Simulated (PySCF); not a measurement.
**Al: ionisation energy**

Al [Ne] 3s2 3p1 (2P) → Al⁺ [Ne] 3s2 (1S), as a difference of total energies. Computed with PySCF 2.14 in pcseg-2 (5s4p2d1f, 34 functions), with no relativity, point nucleus. Correlated levels: valence: [Ne] frozen. The calculations carry no spin-orbit coupling.

```
           method  ionisation energy (eV)  error (eV)
              UHF                   5.557      -0.420
           M06-2X                   5.782      -0.195
             MN15                   5.737      -0.240
    MP2 (valence)                   5.684      -0.293
SCS-MP2 (valence)                   5.665      -0.312
   CCSD (valence)                   5.714      -0.263
CCSD(T) (valence)                   5.733      -0.244
```

Reference: 5.977 eV (measured; NIST levels, between the centres of gravity of the two terms).

Errors of the correlated levels include the incompleteness of this basis and the frozen core.
